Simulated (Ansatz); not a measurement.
This geometry of C₂H₅O (8 atoms, charge -1, multiplicity 1) is a first-order saddle point.

Level of theory: Ansatz, UKS r2SCANh-D4/6-31G.

```xyz
8
Properties=species:S:1:pos:R:3
C -0.348 0.879 -0.125
C -0.134 -0.595 -0.279
O 0.753 -1.323 0.809
H -0.460 0.236 -1.287
H 0.519 1.496 -0.409
H -0.869 1.341 0.754
H -1.081 -1.137 -0.141
H 1.621 -0.897 0.678
```

Q: Which two structures does it join? (They come from a converged band through this point; their orientation in space is the band's.)

A: Bonds broken: C1–H4. Bonds formed: C2–H4.

Image 0:

```xyz
8
Properties=species:S:1:pos:R:3
C -0.313 0.739 -0.337
C 0.066 -0.743 -0.317
O 0.755 -0.919 1.089
H -0.967 0.933 -1.209
H 0.579 1.384 -0.461
H -0.847 1.155 0.564
H -0.903 -1.292 -0.158
H 1.629 -1.257 0.829
```

Image 8:

```xyz
8
Properties=species:S:1:pos:R:3
C -0.346 1.014 0.026
C -0.318 -0.348 -0.367
O 0.901 -1.413 0.304
H -0.072 -0.534 -1.420
H 0.418 1.694 -0.363
H -0.729 1.273 1.017
H -1.183 -0.952 -0.064
H 1.329 -0.733 0.867
```

Q: How far does it lie above each of them?

A: 173.0 kJ/mol above the first and 240.6 kJ/mol above the second. This is the barrier of this one path; another mechanism may lie lower. The orbitals stay closed-shell, which can raise the energy where a bond breaks towards radicals; this wasn't checked here. Limits of this set-up: no polarisation functions, an anion without diffuse functions, the dipole of an ion depends on the origin.

Time of the run: 3.1 min on 1 thread of Arm Neoverse V1 (shared host), peak memory 0.15 GiB.
